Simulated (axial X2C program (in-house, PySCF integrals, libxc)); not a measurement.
Which functional? An output for CCl⁺

An SCF output computed with an axial X2C code built on PySCF integrals for CCl⁺ at 1.542 Å, two-component, state Ω = 0, Cl dyall-av3z [9s8p3d2f], C dyall-v3z [7s6p2d1f] (cores contracted in-house), without its first line:

```
basis functions 104  fitting functions 564  grid points 4352
iter        total energy     max residual
   1       -498.277211437     7.20e-02
   2       -498.292345487     6.55e-03
   3       -498.293557244     5.29e-03
   4       -498.293971155     1.98e-03
   5       -498.294094269     6.66e-04
   6       -498.294112925     1.10e-04
   7       -498.294113765     3.91e-05
   8       -498.294113812     3.14e-06
   9       -498.294113812     6.27e-07
converged
one-electron -748.35901284  Coulomb 247.59098919  exact exchange -32.45297239  xc functional 0.00000000  nuclear repulsion 35.00394002  atomic mean-field constant -0.07705778
```

**Question.** Which level of theory produced it?
A. PBE0
B. PBE50
C. HF

**Answer.** C. The exact-exchange term against the functional term shows a share of 1 of exact exchange.
